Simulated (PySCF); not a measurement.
Identify the unknown among the candidates.

All candidates are C2H8Si.

| technique | computed result |
| --- | --- |
| 1H NMR | chemical shifts (computed TMS as zero) by class: 4.18 (2 H), 0.15 (6 H) ppm [GIAO KT2/pcSseg-1] |
| XPS | Si2p3/2 106.3, C1s 290.2 (×2), Si1s 1846.1 eV [ΔSCF SCAN, pcX-2 on the ionised atom, pcseg-1 elsewhere, spin-free X2C, 2p3/2 from a spin–orbit splitting computed afterwards within the 2p shell] |
| NMR, other nuclei | isotropic shieldings of nuclei other than C and H, by class: 403 (1 Si) ppm [GIAO KT2/pcSseg-1] |
| Rotational structure | rotational constants A, B, C: 16.568, 5.865, 4.841 GHz [PBE0-D3(BJ)/def2-SVP] |
| UV, strongest line | among the 10 lowest singlet transitions: S8 at 9.42 eV (132 nm, f = 0.247) [TDDFT CAM-B3LYP/def2-SVPD] |
| 13C NMR | chemical shifts (computed TMS as zero) by class: -5.6 (2 C) ppm [GIAO KT2/pcSseg-1] |

Gas-phase values; electronic properties from PySCF, density fitting. Levels stand in brackets. Isolated species at its PBE0-D3(BJ)/def2-SVP geometry, gas phase. Each NMR value is the plain mean over a class of atoms that symmetry, rotation or inversion makes alike.

Question: Which candidate is it?
A. `[H][Si]([H])(C)C`
B. `CC[SiH3]`
C. `[H][Si]([H])([H])CC`

Answer: A. It is `[H][Si]([H])(C)C`. 2 carbons fall into 1 class: carbon bonded to Si and 3 H (-5.6 ppm, 2 C). Hydrogen classes from least to most shielded: 2 H on a silicon bonded to 2 C and 2 H (4.18 ppm), 6 H on 2 like atoms (carbon bonded to Si and 3 H) (0.15 ppm). The other shieldings belong to: 403 ppm, silicon bonded to 2 C and 2 H. The core levels belong to: Si2p3/2 106.3 eV, silicon bonded to 2 C and 2 H; C1s 290.2 eV, carbon bonded to Si and 3 H; Si1s 1846.1 eV, silicon bonded to 2 C and 2 H. By its constants the optimised geometry is an asymmetric top.

The others, at the same levels:
- `CC[SiH3]` fails: its computed core binding energies are Si2p3/2 106.6, C1s 290.3, C1s 290.8, Si1s 1846.3 eV, rotational constant A is 23.430 GHz (against 16.568 GHz) and smallest rotational constant is 4.439 GHz (against 4.841 GHz).
- `[H][Si]([H])([H])CC` fails: its computed core binding energies are Si2p3/2 106.5, C1s 290.3, C1s 290.8, Si1s 1846.3 eV, rotational constant A is 23.401 GHz (against 16.568 GHz) and smallest rotational constant is 4.445 GHz (against 4.841 GHz).
